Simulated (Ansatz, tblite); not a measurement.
Spin states of the cluster MgCl₂⁻, each relaxed with PBE0-D4/def2-TZVPD in Ansatz. Electronic energies in the gas phase.

The xTB rows come from tblite. B3LYP takes the VWN-RPA correlation. Correlated methods freeze 11 core orbitals; core or outer-core shells of Mg are correlated, in sets that lack core-valence functions. HOMO above LUMO, or a gap near zero within one spin, warns that the state may not be the lowest or that an electron is smeared out. In the quartet, Cl2 and Cl3 lie 2.61 Å apart (atoms count from 1), so these atoms are partly bonded to each other. The structure comes from a short search, and lower isomers may exist.

Doublet geometry (C2v within 0.1 Å):

```xyz
3

Mg   -0.1546   -0.3413   -0.6882
Cl    1.7886    0.8705   -0.3876
Cl   -1.6340   -0.5292    1.0758
```

Quartet geometry (C2v within 0.1 Å):

Cartesian coordinates in Å:
```
Mg 0.109 1.255 0.681
Cl -1.192 -0.252 -0.852
Cl 1.083 -1.004 0.171
```

⟨S²⟩: doublet 0.75 at PBE0-D4/def2-TZVPD (pure 0.75), quartet 3.75 at PBE0-D4/def2-TZVPD (pure 3.75).

Only these spin states were relaxed.

```csv
level,quartet − doublet (kJ/mol),lowest of these,remarks
GFN1-xTB,955.1,doublet,–
HF/def2-TZVPPD,462.3,doublet,–
PBE-D4/def2-TZVPD,443.3,doublet,"HOMO above zero (doublet), HOMO above zero (quartet)"
BLYP-D4/def2-TZVPD,452.1,doublet,"HOMO above zero (doublet), HOMO above zero (quartet)"
B97M-V/def2-TZVPD,487.6,doublet,"HOMO above zero (doublet), HOMO above zero (quartet), gap within one spin near zero (quartet)"
B3LYP-D4/def2-TZVPD,471.0,doublet,"HOMO above zero (doublet), HOMO above zero (quartet)"
ωB97M-V/def2-TZVPD,507.4,doublet,HOMO above zero (quartet)
RPA@PBE/def2-TZVPD,462.6,doublet,–
MP2/def2-TZVPD,501.5,doublet,–
MP2/def2-TZVPPD,501.8,doublet,–
CCSD/def2-TZVPPD,493.5,doublet,–
CCSD(T)/def2-TZVPPD,490.0,doublet,–
```

Change of the quartet − doublet gap on mixing in exact exchange, in kJ/mol: BLYP to B3LYP (20 % exact exchange) 18.9.

The xTB methods have no term that favours high spin, so they put low spin too low.
